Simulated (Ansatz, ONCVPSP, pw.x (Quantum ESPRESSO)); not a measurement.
**Equation-of-state test of one ONCV potential (Cu)**

Cu (Z = 29), optimised norm-conserving Vanderbilt (ONCV), made with ONCVPSP 4.0.1.1 (patched build) (LDA (Perdew-Wang 92), scalar-relativistic). Core [Ne], reference 3s2 3p6 3d10 4s1. Waves: 3s+4s: rc 1.30 bohr, ncon 4, nbas 7, qcut 9.5 1/bohr, 2 projectors; 3p: rc 0.80 bohr, ncon 3, nbas 7, qcut 10.6 1/bohr, 1 projector; 3d: rc 1.30 bohr, ncon 4, nbas 8, qcut 13.3 1/bohr, 2 projectors, debl 2.9 Ha. Local part: polynomial inside 0.55 bohr (lpopt 5, dvloc0 0 Ha). Core correction: none.

Atomic tests: cutoffs needed: 64 Ha and 73 Ha (the cutoffs (Ha) at which the residual kinetic energy of the hardest occupied pseudo-wave falls to 1 and 0.1 mHa per electron); ghost test: no bound ghost flagged; GHOST(+) flagged for s at 250.3 eV; configuration tests: 1 of 4 tests not solved or not reliable.

Crystal test: bcc Cu in pw.x 7.5, no spin, 16³ k-points, Fermi–Dirac smearing 0.01 Ry, cutoffs 170/680 Ry. The reference is all-electron LAPW (Ansatz 0.2.0) with the same functional, mesh and smearing; V0 and B0 come from Birch–Murnaghan fits to the pressures at five volumes. Errors are pseudo minus all-electron; Δ is the rms difference of the E(V) curves that follow from these fits, minima aligned, over ±6 % about the mean V0. Mesh and smearing are coarse, so the numbers serve the comparison and aren't converged zero-temperature values; the lattice is a test structure that the element need not adopt.

All-electron: a0 = 2.796 Å (V0 = 10.93 Å³/atom), B0 = 186.3 GPa.

How far does the potential miss the all-electron equation of state?

mean pressure error (GPa): -1.03; a0 (Å): 2.793; a0 error (%): -0.10; B0 error (%): +24.7; Δ (meV/atom): 3.1. This is a poor potential for the solid. Atomic configuration tests: 1 of 4 tests not solved or not reliable.

```tsv
V (Å³/atom)	P all-electron (GPa)	P pseudo (GPa)
10.393	10.69	11.51
10.666	4.87	5.11
10.940	-0.14	-0.86
11.213	-4.45	-6.46
11.487	-8.15	-11.61
```

At the middle volume, how do free energy and pressure move when the wave cutoff is lowered (ecutrho kept at four times it)?

```
cutoff (Ry)  shift of F (meV/atom)  shift of P (GPa)
         76               +29288.5          -1477.93
        102                +3877.6           -345.37
        136                  +95.7            -16.93
```

The run at the middle volume (145 k-points, 11 iterations) took about 1.9 min on one core of a shared host (Intel(R) Xeon(R) Platinum 8259CL CPU @ 2.50GHz, 96 threads, 755 GiB, load 50).
